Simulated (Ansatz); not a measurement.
# BH4+ (singlet): from Hartree-Fock to the top rungs, 6-31G

How much of the correlation energy of BH4+ (singlet) does each wave-function method recover here?

The runs use Ansatz 0.2.0, Gaussian basis; 6-31G, core rule «outside noble gas», up to 1 orbitals frozen.

To be run: UHF; CCSD(T) on RHF; CCSD(T) on UHF; BCCD(T) on RHF; CISD; CCSDT(Q) on RHF; CCSDT(Q) on UHF; CISDTQ; CCSDTQ on RHF; CCSDTQ on UHF; CASSCF and MRCISD+Q, 6 electrons in 8 orbitals; CASSCF and NEVPT2, 6 electrons in 8 orbitals; Full CI.

19 further runs of the same task are left out: 6 that didn't finish, 13 set aside as unsound or not needed.

## 1. What is computed

The geometry is a PBE0/def2-TZVP stationary point (not a proven minimum) of the parent state, kept for this charge and spin.

5 atoms, charge 1, spin multiplicity 1.

Atoms are counted from 1 here; the program's logs count them from 0.

Bond lengths: B1–H2 1.220 Å, B1–H3 1.220 Å, B1–H4 1.220 Å, B1–H5 1.220 Å. Angles: H2–B1–H3 96.8°, H2–B1–H4 96.8°, H2–B1–H5 139.9°, H3–B1–H4 139.9°, H3–B1–H5 96.8°, H4–B1–H5 96.8°.

## 2. UHF

The input, in.yaml:

```yaml
crystal:
  periodic: [false, false, false]
  atoms:
    - {symbol: B, position_ang: [0.000000, 0.000000, 0.000000]}
    - {symbol: H, position_ang: [0.414685, 0.812495, 0.810653]}
    - {symbol: H, position_ang: [-0.424327, -0.807694, 0.810461]}
    - {symbol: H, position_ang: [-0.412812, 0.808646, -0.815443]}
    - {symbol: H, position_ang: [0.422454, -0.813448, -0.805671]}
basis:
  gaussian: {orbitals: 6-31G}
total_charge: 1
magnetization: {spin_polarized: true, initial_magnetization: 0}
hamiltonian: {xc: hf}
output: {orbitals: {seedname: orbitals}}
```

Started as:

```bash
ansatz run in.yaml --threads 1 --pin off --events-out ev --progress --plain --max-ram 2393MiB
```

After this run come: CCSD(T) on RHF; CCSD(T) on UHF; BCCD(T) on RHF; CISD; CCSDT(Q) on RHF; CCSDT(Q) on UHF; CISDTQ; CCSDTQ on RHF; CCSDTQ on UHF; CASSCF and MRCISD+Q, 6 electrons in 8 orbitals; CASSCF and NEVPT2, 6 electrons in 8 orbitals; Full CI.

Before running them: what should the planned runs give, taken together? Wanted: FCI below the RHF energy; RMP2 from FCI; RCCSD from FCI; RCCSD(T) from FCI; RCCSDT(Q) from FCI; NEVPT2 valence from FCI; MRCISD+Q valence from FCI; T1 diagnostic; effectively unpaired electrons.

The runs gave:

| quantity | value |
| --- | --- |
| FCI below the RHF energy | -2.9116 eV |
| RMP2 from FCI | +20.47 kcal/mol |
| RCCSD from FCI | +1.72 kcal/mol |
| RCCSD(T) from FCI | +0.51 kcal/mol |
| RCCSDT(Q) from FCI | +0.04 kcal/mol |
| NEVPT2 valence from FCI | +3.30 kcal/mol |
| MRCISD+Q valence from FCI | +0.10 kcal/mol |
| levels within 1 kcal/mol (43 meV) | RCCSD(T), BCCD(T), RCCSDT, CISDTQ, RCCSDT(Q), RCCSDTQ, MRCISD valence, MRCISD+Q valence |
| T1 diagnostic | 0.009 |
| effectively unpaired electrons | 0.12 |

In words: RCCSD(T) misses by +0.51 kcal/mol, 0.8 % of the correlation energy. One determinant dominates. Of the multireference levels listed MRCISD+Q valence comes nearest in total energy (+0.10 kcal/mol), which doesn't show that its space is the better one. These misses are within one basis, not against nature.
